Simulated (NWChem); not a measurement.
System: S cation, quartet

Output (shortened):

```
             Northwest Computational Chemistry Package (NWChem) 7.3.0
             --------------------------------------------------------

                             Geometry "geometry" -> ""
                             -------------------------

 Output coordinates in angstroms (scale by  1.889725989 to convert to a.u.)

  No.       Tag          Charge          X              Y              Z
 ---- ---------------- ---------- -------------- -------------- --------------
    1 S                   16.0000     0.00000000     0.00000000     0.00000000

 Effective nuclear repulsion energy (a.u.)       0.0000000000

  pbe96 is a nonlocal functional; adding pw91lda local functional.

                                 NWChem DFT Module
                                 -----------------

 Summary of "ao basis" -> "ao basis" (spherical)
 ------------------------------------------------------------------------------
       Tag                 Description            Shells   Functions and Types
 ---------------- ------------------------------  ------  ---------------------
 S                          def2-svp                 8       18   4s3p1d

            General Information
            -------------------
          SCF calculation type: DFT
          Wavefunction type:  spin polarized.
          No. of atoms     :     1
          No. of electrons :    15
           Alpha electrons :     9
            Beta electrons :     6
          Charge           :     1
          Spin multiplicity:     4
          Use of symmetry is: off; symmetry adaption is: off
          Maximum number of iterations: 150
          AO basis - number of functions:    18
                     number of shells:     8
          Convergence on energy requested:  1.00D-06
          Convergence on density requested:  1.00D-05
          Convergence on gradient requested:  5.00D-04

              XC Information
              --------------
          PerdewBurkeErnzerhof Exchange Functional  1.000
            Perdew 1991 LDA Correlation Functional  1.000 local
           PerdewBurkeErnz. Correlation Functional  1.000 non-local

             Grid Information
             ----------------
          Grid used for XC integration:  coarse
          Radial quadrature: Mura-Knowles
          Angular quadrature: Lebedev.
          Tag              B.-S. Rad. Rad. Pts. Rad. Cut. Ang. Pts.
          ---              ---------- --------- --------- ---------
          S                   1.00       70           4.0       302
          Grid pruning is: on
          Number of quadrature shells:    70
          Spatial weights used:  Erf1

      Superposition of Atomic Density Guess
      -------------------------------------

 Sum of atomic energies:        -397.34731845

 Renormalizing density from      16.00 to     15

      Non-variational initial energy
      ------------------------------

 Total energy =    -381.155948
 1-e energy   =    -514.962224
 2-e energy   =     133.806276
 HOMO         =      -0.816242
 LUMO         =      -0.816242

     ---------------------------------------------
      Total Density - Mulliken Population Analysis
     ---------------------------------------------

    Atom       Charge   Shell Charges
 -----------   ------   -------------------------------------------------------
    1 S   16    15.00   2.00  2.00  1.67  0.33  5.99  1.67  1.34  0.00

     --------------------------------------------
      Spin Density - Mulliken Population Analysis
     --------------------------------------------

    Atom       Charge   Shell Charges
 -----------   ------   -------------------------------------------------------
    1 S   16     3.00   0.00  0.00 -0.00  0.00  0.01  1.65  1.34  0.00

   convergence    iter        energy       DeltaE   RMS-Dens  Diis-err
 ---------------- ----- ----------------- --------- --------- ---------
 d= 0,ls=0.0,diis     1   -397.3681730958 -3.97D+02  2.73D-02  2.26D-01
                                                     2.60D-02  3.53D-01
 d= 0,ls=0.0,diis     2   -397.4156745174 -4.75D-02  9.81D-03  1.85D-02
                                                     8.68D-03  1.55D-02
 d= 0,ls=0.0,diis     3   -397.4214375997 -5.76D-03  1.40D-03  3.20D-04
                                                     1.35D-03  1.60D-04
 d= 0,ls=0.0,diis     4   -397.4215816918 -1.44D-04  1.18D-05  1.90D-08
                                                     1.03D-06  8.09D-10
 d= 0,ls=0.0,diis     5   -397.4215816998 -7.93D-09  1.58D-07  1.55D-12
                                                     5.77D-07  8.08D-12

         Total DFT energy =     -397.421581699760
      One electron energy =     -542.670406357261
           Coulomb energy =      170.397562834077
    Exchange-Corr. energy =      -25.148738176576
 Nuclear repulsion energy =        0.000000000000

 Numeric. integr. density =       14.999999776408

                    DFT Final Alpha Molecular Orbital Analysis
                    ------------------------------------------

 Vector    7  Occ=1.000000D+00  E=-6.617974D-01
              MO Center= -2.0D-15,  8.6D-16, -1.1D-15, r^2= 1.2D+00
   Bfn.  Coefficient  Atom+Function         Bfn.  Coefficient  Atom+Function
  ----- ------------  ---------------      ----- ------------  ---------------
     9      0.542782  1 S  py                12      0.525908  1 S  py
     6      0.279728  1 S  py                 8     -0.194723  1 S  px
    11     -0.188669  1 S  px                 5     -0.100352  1 S  px
    10     -0.096081  1 S  pz                13     -0.093094  1 S  pz
     7     -0.049516  1 S  pz

[...]

                         DFT ENERGY GRADIENTS

    atom               coordinates                        gradient
                 x          y          z           x          y          z
   1 S       0.000000   0.000000   0.000000    0.000000   0.000000  -0.000000
```

Level: PBE/def2-SVP, spin-unrestricted. No stability test was run on the SCF state.

**Question.** Reconstruct the input file.

**Answer.** One answer among several that fit: the input that was run:
```
start job
memory heap 200 mb stack 700 mb global 900 mb
charge 1
geometry units angstroms noautoz
  S      0.000000     0.000000     0.000000
end
basis spherical
  * library def2-svp
end
dft
  odft
  mult 4
  xc xpbe96 cpbe96
  grid coarse
  iterations 150
  mulliken
end
task dft gradient
```
